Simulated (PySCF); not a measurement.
# HCl (hydrogen chloride): CCSDTQ/6-31G

What is the energy change on altering one bond length of HCl (hydrogen chloride) at CCSDTQ/6-31G? The job is set up through a Python script.

Program for the calculation: PySCF 2.14.0.

12 further runs of the same task are left out: 3 that didn't finish, 9 set aside as unsound or not needed.

**1. The structure to begin with**

The species is HCl (2 atoms), meant as a singlet with charge 0. As SMILES, `Cl`. Geometry: relaxed at PBE0-D4/def2-TZVP.

Bond lengths: Cl1–H2 1.279 Å.

**2. A single-point energy at CCSDTQ/6-31G**

run.py reads:

```python
# Cl
from pyscf import gto, scf, cc

mol = gto.M(
    atom='''
Cl   0.546000  -0.178500   0.280800
H   -0.546000   0.178500  -0.280800
''',
    verbose=4,
    basis='6-31g',
    max_memory=1860,
    spin=0,
)

mf = scf.RHF(mol)
mf.conv_tol = 1e-10
mf.kernel()
if not mf.converged:
    mf = mf.newton().run(mf.mo_coeff, mf.mo_occ)

mycc = cc.CCSDTQ(mf, frozen=5)
mycc.kernel()
e_final = mycc.e_tot
print('E = %.10f Eh' % e_final)
```

Run with:

```
$ OMP_NUM_THREADS=1 python run.py
```

Standard output:

```text
PySCF version 2.14.0

[INPUT] num. atoms = 2
[INPUT] num. electrons = 18
[INPUT] charge = 0
[INPUT] spin (= nelec alpha-beta = 2S) = 0
[INPUT] symmetry False subgroup None
[INPUT] Mole.unit = angstrom
[INPUT] Symbol           X                Y                Z      unit          X                Y                Z       unit  Magmom
[INPUT]  1 Cl     0.546000000000  -0.178500000000   0.280800000000 AA    1.031790464013  -0.337316113235   0.530635095778 Bohr   0.0
[INPUT]  2 H     -0.546000000000   0.178500000000  -0.280800000000 AA   -1.031790464013   0.337316113235  -0.530635095778 Bohr   0.0

nuclear repulsion = 7.03477695309743
number of shells = 9
number of NR pGTOs = 50
number of NR cGTOs = 15
basis = 6-31g
ecp = {}

******** <class 'pyscf.scf.hf.RHF'> ********
method = RHF
initial guess = minao
damping factor = 0
level_shift factor = 0
DIIS = <class 'pyscf.scf.diis.CDIIS'>
diis_start_cycle = 1
diis_space = 8
diis_damp = 0
SCF conv_tol = 1e-10
SCF conv_tol_grad = None
SCF max_cycles = 50
direct_scf = True
direct_scf_tol = 1e-13
Set gradient conv threshold to 1e-05
Initial guess from minao.
init E= -459.95399175061
  HOMO = -0.452867228613594  LUMO = 0.116919879755054  gap/eV = 15.50470
cycle= 1 E= -460.019860480812  delta_E= -0.0659  |g|= 0.195  |ddm|= 0.97
  HOMO = -0.456506518741742  LUMO = 0.142490264678377  gap/eV = 16.29953
cycle= 2 E= -460.036396472154  delta_E= -0.0165  |g|= 0.0408  |ddm|= 0.375
  HOMO = -0.483826520543187  LUMO = 0.15321228085427  gap/eV = 17.33471
cycle= 3 E= -460.036975293202  delta_E= -0.000579  |g|= 0.00876  |ddm|= 0.0776
  HOMO = -0.47888422225303  LUMO = 0.159001123413316  gap/eV = 17.35774
cycle= 4 E= -460.037011917265  delta_E= -3.66e-05  |g|= 0.00176  |ddm|= 0.02
  HOMO = -0.479290903402561  LUMO = 0.159215325523411  gap/eV = 17.37464
cycle= 5 E= -460.03701393113  delta_E= -2.01e-06  |g|= 0.000178  |ddm|= 0.00514
  HOMO = -0.479338904652758  LUMO = 0.159233222609395  gap/eV = 17.37643
cycle= 6 E= -460.037013951514  delta_E= -2.04e-08  |g|= 2.09e-05  |ddm|= 0.000462
  HOMO = -0.479335466754161  LUMO = 0.159232677062337  gap/eV = 17.37632
cycle= 7 E= -460.037013951737  delta_E= -2.23e-10  |g|= 7.21e-07  |ddm|= 8.3e-05
  HOMO = -0.479335488888022  LUMO = 0.159232964449941  gap/eV = 17.37633
cycle= 8 E= -460.037013951737  delta_E= -4.55e-13  |g|= 6.61e-08  |ddm|= 1.63e-06
  HOMO = -0.479335494806628  LUMO = 0.159232926502505  gap/eV = 17.37633
Extra cycle  E= -460.037013951738  delta_E= -1.71e-13  |g|= 1.5e-08  |ddm|= 1.34e-07
converged SCF energy = -460.037013951738

******** <class 'pyscf.cc.rccsdtq.RCCSDTQ'> ********
RCCSDTQ nocc = 4, nmo = 10
Allocating only the i<=j<=k<=l part of the T4 amplitude in memory
frozen orbitals 5
max_cycle = 50
conv_tol = 1e-07
conv_tol_normt = 1e-06
diis with the T4 amplitude
diis_space = 6
diis_start_cycle = 0
diis_start_energy_diff = 1e+09
einsum_backend: numpy
_make_eris_incore_RCCSDTQ
blksize  4

WARN: A large `blksize` is being used, which may cause large memory consumption
      for storing contraction intermediates. If memory is sufficient, consider using
      `pyscf.cc.rccsdtq_highm.RCCSDTQ` instead.

Approximate memory usage estimate
    T4 memory                 354 KB
    R4 memory                 354 KB
    Symmetrized T4 memory     405 KB
    ERIs memory              78.1 KB
    T1-ERIs memory           78.1 KB
    Intermediates memory      324 KB
Init t2, MP2 energy = -460.085033710073  E_corr(MP2) -0.048019758335
Init E_corr(RCCSDTQ) = -0.0480197583351025
cycle =  1  E_corr(RCCSDTQ) = -0.054834492412  dE = -6.814734076856e-03  norm(d tamps) = 3.08339296e-02
cycle =  2  E_corr(RCCSDTQ) = -0.057086721743  dE = -2.252229330802e-03  norm(d tamps) = 1.08500115e-02
cycle =  3  E_corr(RCCSDTQ) = -0.058107310015  dE = -1.020588272430e-03  norm(d tamps) = 4.19302828e-03
cycle =  4  E_corr(RCCSDTQ) = -0.058142103444  dE = -3.479342833277e-05  norm(d tamps) = 4.83912051e-04
cycle =  5  E_corr(RCCSDTQ) = -0.058126599266  dE =  1.550417730728e-05  norm(d tamps) = 1.26936259e-04
cycle =  6  E_corr(RCCSDTQ) = -0.058126081507  dE =  5.177593720637e-07  norm(d tamps) = 2.79573499e-05
cycle =  7  E_corr(RCCSDTQ) = -0.058126435103  dE = -3.535957701986e-07  norm(d tamps) = 5.80895421e-06
cycle =  8  E_corr(RCCSDTQ) = -0.058126414723  dE =  2.037945726063e-08  norm(d tamps) = 1.39161884e-06
cycle =  9  E_corr(RCCSDTQ) = -0.058126411328  dE =  3.394818606783e-09  norm(d tamps) = 4.09173415e-07
RCCSDTQ converged
E(RCCSDTQ) = -460.0951403630659   E_corr = -0.05812641132833889
E_corr(same-spin) = -0.00840961633906648
E_corr(oppo-spin) = -0.0497167949892724
E = -460.0951403631 Eh
```

It took 8.1 s on 1 thread of Arm Neoverse V1, shared host; peak memory 0.12 GiB.

**3. The distorted shape, same level**

run.py reads:

```python
from pyscf import gto, cc

mol = gto.M(
    atom='Cl 1.419579 -0.464093 0.730069; H -0.546000 0.178500 -0.280800',
    verbose=3,
    max_memory=1860,
    basis='6-31g',
)

mf = mol.RHF()
mf.conv_tol = 1e-10
mf.kernel()
if not mf.converged:
    mf = mf.newton().run(mf.mo_coeff, mf.mo_occ)

mycc = cc.CCSDTQ(mf, frozen=5)
mycc.kernel()
e_tot = mycc.e_tot
print('E(%s) = %.9f' % ('CCSDTQ', e_tot))
```

Run with:

```
$ OMP_NUM_THREADS=1 python run.py
```

Standard output:

```text
converged SCF energy = -459.891565079595
_make_eris_incore_RCCSDTQ

WARN: A large `blksize` is being used, which may cause large memory consumption
      for storing contraction intermediates. If memory is sufficient, consider using
      `pyscf.cc.rccsdtq_highm.RCCSDTQ` instead.

RCCSDTQ converged
E(RCCSDTQ) = -460.0013324693315   E_corr = -0.1097673897362339
E_corr(same-spin) = -0.00858941830024583
E_corr(oppo-spin) = -0.101177971435988
E(CCSDTQ) = -460.001332469
```

Wall time 11 s (1 thread of Arm Neoverse V1, shared host); peak memory 0.14 GiB.

**4. Outcome**

At CCSDTQ/6-31G, 5 core orbitals frozen:

| quantity | value |
| --- | --- |
| first shape: total energy | -460.09514 Eh |
| first shape: dipole moment (Hartree–Fock density) | 1.87 D |
| first shape: HOMO energy (Hartree–Fock orbitals) | -13.04 eV |
| first shape: LUMO energy (Hartree–Fock orbitals) | 4.33 eV |
| first shape: HOMO–LUMO gap (Hartree–Fock orbitals) | 17.38 eV |
| first shape: correlation energy (5 core orbitals frozen) | -58.1 mEh |
| first shape: T1 diagnostic | 0.005 |
| distorted shape: total energy | -460.00133 Eh |
| distorted shape: dipole moment (Hartree–Fock density) | 2.71 D |
| distorted shape: HOMO energy (Hartree–Fock orbitals) | -12.22 eV |
| distorted shape: LUMO energy (Hartree–Fock orbitals) | -2.34 eV |
| distorted shape: HOMO–LUMO gap (Hartree–Fock orbitals) | 9.88 eV |
| distorted shape: correlation energy (5 core orbitals frozen) | -109.8 mEh |
| distorted shape: T1 diagnostic | 0.034 |
| energy change with the Cl1–H2 bond stretched from 1.279 to 2.302 Å | 2.553 eV |

In words: With the Cl1–H2 bond stretched from 1.279 to 2.302 Å the energy rises by 2.55 eV (246 kJ/mol). The first shape isn't relaxed at this level, so the change isn't measured from a minimum.
